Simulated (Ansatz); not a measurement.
**CH2Si (triplet): the correlation ladder, cc-pVTZ**

An exercise on one series of results from a longer session: the logs are not shown, and one member is left open.

Computed with Ansatz 0.2.0, Gaussian basis. Level: cc-pVTZ, core rule «outside noble gas», up to 6 orbitals frozen.

Plan: UHF; CCSD(T) on ROHF; CCSD(T) on UHF; BCCD(T) on ROHF; CCSDT(Q) on ROHF; CCSDT(Q) on UHF; CASSCF and MRCISD+Q, 10 electrons in 10 orbitals; CASSCF and NEVPT2, 10 electrons in 10 orbitals.

4 further runs of the same task are left out: 4 set aside as unsound or not needed.

## What is computed

The geometry is a PBE0/def2-TZVP stationary point (not a proven minimum) of the parent state, kept for this charge and spin.

4 atoms, charge 0, spin multiplicity 3.

Atoms are counted from 1 here; the program's logs count them from 0.

Bond lengths: Si1–C2 1.702 Å, C2–H3 1.090 Å, C2–H4 1.090 Å. Angles: Si1–C2–H3 123.5°, Si1–C2–H4 123.5°, H3–C2–H4 113.0°.

Set-up of the first run:

in.yaml

```yaml
crystal:
  periodic: [false, false, false]
  atoms:
    - {symbol: Si, position_ang: [0.000000, 0.000000, 0.595671]}
    - {symbol: C, position_ang: [0.000000, 0.000000, -1.106259]}
    - {symbol: H, position_ang: [0.000000, -0.909276, -1.707827]}
    - {symbol: H, position_ang: [0.000000, 0.909276, -1.707827]}
basis:
  gaussian: {orbitals: cc-pVTZ}
magnetization: {spin_polarized: true, initial_magnetization: 2}
hamiltonian: {xc: hf}
output: {orbitals: {seedname: orbitals}}
```

On the command line:

```console
ansatz run in.yaml --threads 1 --pin off --events-out ev --progress --plain --max-ram 4096MiB --backend cpu
```

Among the steps run: UHF; CCSD(T) on ROHF; CCSD(T) on UHF; BCCD(T) on ROHF; CCSDT(Q) on ROHF; CCSDT(Q) on UHF; CASSCF and MRCISD+Q, 10 electrons in 10 orbitals; CASSCF and NEVPT2, 10 electrons in 10 orbitals.

One table of the session follows, with a row left open; its other results are not shown here.

It belongs to the step «Misses and costs». 

```
          method  from UCCSDT(Q) (kcal/mol)
            ROHF                    +169.41
             UHF                    +164.46
            RMP2                     +26.64
            UMP2                     +27.82
           RCCSD                          ?
           UCCSD                      +6.86
        RCCSD(T)                      +0.99
        UCCSD(T)                      +0.99
         BCCD(T)                      +0.99
          RCCSDT                      +0.29
          UCCSDT                      +0.25
       RCCSDT(Q)                      +0.04
       UCCSDT(Q)                          0
  CASSCF valence                    +120.11
  NEVPT2 valence                     +28.22
  MRCISD valence                     +10.29
MRCISD+Q valence                      +1.67
```

Estimate the missing values for RCCSD.

**Answer.** from UCCSDT(Q) (kcal/mol): +7.05. In the column «from UCCSDT(Q) (kcal/mol)» it lies between UCCSD (+6.86) and MRCISD valence (+10.29).

To keep in mind: Restricted and unrestricted rows rest on different reference determinants; where their highest levels disagree by more than a few hundredths of an eV, they describe different states and don't form one ladder.
